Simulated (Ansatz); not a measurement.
System: rock-salt BaTe. Method: r²SCANh (plane waves, PAW; Ansatz, a first-principles code).

Input:

Ansatz 0.2 input:
```yaml
crystal:
  lattice:
    - [0.0, 3.4766511309, 3.4766511309]
    - [3.4766511309, 0.0, 3.4766511309]
    - [3.4766511309, 3.4766511309, 0.0]
  atoms:
    - { symbol: Ba, position: [0.0, 0.0, 0.0] }
    - { symbol: Te, position: [0.5, 0.5, 0.5] }
basis:
  ecutwfc: 520
  ecutrho_ratio: 4
  xc_grid: 3
kpoints:
  mp_grid: { grid: [6, 6, 6] }
hamiltonian:
  xc: r2scanh
  dispersion: none
  pseudopotentials: { kind: paw }
scf:
  occupations: { method: fermi_dirac, width: 0.01 }
  convergence: { dr2_threshold: 0.0000000002 }
output:
  forces: true
  stress: true
  eigenvalues: true
```

Q: How many irreducible k-points, plane waves at Γ does the program set up, and what pressure does the run end with?

A: 16 irreducible k-points, 2229 plane waves at Γ; P = 1.53 GPa, so the cell is compressed on average and its volume would grow at this level.

Output (set-up and result lines):

```
WARN output.stress: scf.exx.energy_threshold = 1e-6 eV is looser than the 2e-8 eV advised for a stress under a hybrid functional (1e-8 eV for each atom of the …
Crystal: 2 atoms, lattice volume = 84.045 Å³
Basis set: ecut = 520 eV, 2229 PW (Γ), exchange–correlation on 120×120×120 points (27 copies of the dense FFT grid, shifted against one another)
Bands: 17, of which v1, the nominal top of the filled ones, is band 13 counted from 1 (12 counted from 0)
Symmetry: 48 space group operations
Space group: Fm-3m (ITA 225), of the structure as read, at distance tolerance 4.4e-5 Å
k-points: 16 of 216
Functional: x = r2scan, c = r2scan; τ floored in thin density (d = 2e-4 eV/Å³), warm-up for x = 0.9 r2scan + 0.1 exact, c = r2scan; τ floored in thin density (d = 2e-4 eV/Å³)
SCF iter   1: F=—  HF=-12963.461626 eV  |F-HF|=—  |Δ(HF+E_count)|=         —  Δρ=3.06e-3  dr2=1.17e-2  dr2_τ=2.83e-3
SCF iter   2: F=—  HF=-12963.505566 eV  |F-HF|=—  |Δ(HF+E_count)|=   4.39e-2  Δρ=1.27e-3  dr2=8.13e-4  dr2_τ=1.53e-4
  ...
Crystal: 2 atoms, lattice volume = 84.045 Å³
Initial density: handed on by an earlier stage of this run
Functional: x = 0.9 r2scan + 0.1 exact, c = r2scan; τ floored in thin density (d = 2e-4 eV/Å³)
Crystal: 2 atoms, lattice volume = 84.045 Å³
SCF iter   4: F=—  HF=-12963.658353 eV  |F-HF|=—  |Δ(HF+E_count)|=   1.75e-8  Δρ=7.80e-7  dr2=1.29e-9  dr2_τ=1.24e-11
SCF iter   5: F=-12963.658353 eV  HF=-12963.658353 eV  |F-HF|=5.64e-11  |Δ(HF+E_count)|=  3.98e-10  Δρ=2.45e-7  dr2=1.14e-10  dr2_τ=1.24e-12
SCF 3 converged in 5 iterations: F = -12963.658353 eV  dr2 = 1.14e-10
Free energy (F): -12963.658353 eV
Internal energy: -12963.658353 eV  (E = F + TS)
E sigma→0 (E₀):  -12963.658353 eV
Fermi energy:    7.285368 eV
--- Stress (GPa, compression-positive) ---
        1.534421       0.000000       0.000000
        0.000000       1.534421       0.000000
        0.000000       0.000000       1.534421
  P = ⅓ Tr σ = 1.5344 GPa (15.344 kbar)
```

The cell is one volume of an energy–volume scan, off the minimum.

The PAW data were made under PBE.
